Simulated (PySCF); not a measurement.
**Spin-rotation constants: `InChI=1S/C4H2N/c1-2-3-4-5/h1,3H/q-1`, charge -1**

Molfile (atoms numbered from 1):
```
C4H2N
     RDKit          3D

  7  6  0  0  0  0  0  0  0  0999 V2000
    1.8364   -0.0640   -0.1623 C   0  0  0  0  0  0  0  0  0  0  0  0
    0.6440   -0.1589   -0.2292 C   0  0  0  0  0  0  0  0  0  0  0  0
   -0.6510   -0.4679   -0.0508 C   0  0  0  0  0  0  0  0  0  0  0  0
   -1.4889    0.5072    0.4673 C   0  0  0  0  0  0  0  0  0  0  0  0
   -2.1120    1.3601    1.0198 N   0  0  0  0  0  0  0  0  0  0  0  0
    2.8183    0.2745   -0.2914 H   0  0  0  0  0  0  0  0  0  0  0  0
   -1.0890   -1.4697   -0.3761 H   0  0  0  0  0  0  0  0  0  0  0  0
  1  2  3  0
  2  3  1  0
  3  4  1  0
  4  5  3  0
  1  6  1  0
  3  7  1  0
M  CHG  1   3  -1
M  END
```

Level of theory: GIAO B3LYP/aug-pcSseg-1 magnetisability, rotational g tensor and spin-rotation constants, non-relativistic, gas phase in PySCF. Geometry: GFN2-xTB, normal-mode sample at 300 K.

For an ion the centre-of-mass motion in the field is neglected.

Problem. Give the nuclear spin-rotation constants along the inertial axes (H = +C I·J) beside the isotropic shieldings.

Solution. Rotational constants 24.9089, 3.0503, 2.7239 GHz. A star marks the isotopologue with that one atom substituted, in its own axes.
```tsv
atom	isotope	Caa (kHz)	Cbb (kHz)	Ccc (kHz)	mean (kHz)	σ (ppm)
N5	14N	2.924	0.432	0.607	1.321	-34.8
H6	1H	0.216	-0.111	-0.282	-0.059	28.9
H7	1H	-2.914	0.199	-0.218	-0.978	29.5
C1	13C*	4.435	0.585	0.845	1.955	114.4
C2	13C*	3.849	1.013	1.085	1.982	71.6
C3	13C*	3.579	0.444	0.382	1.469	170.6
C4	13C*	4.832	1.141	1.361	2.445	31.1
```
For the geometry as given, no vibrational averaging.
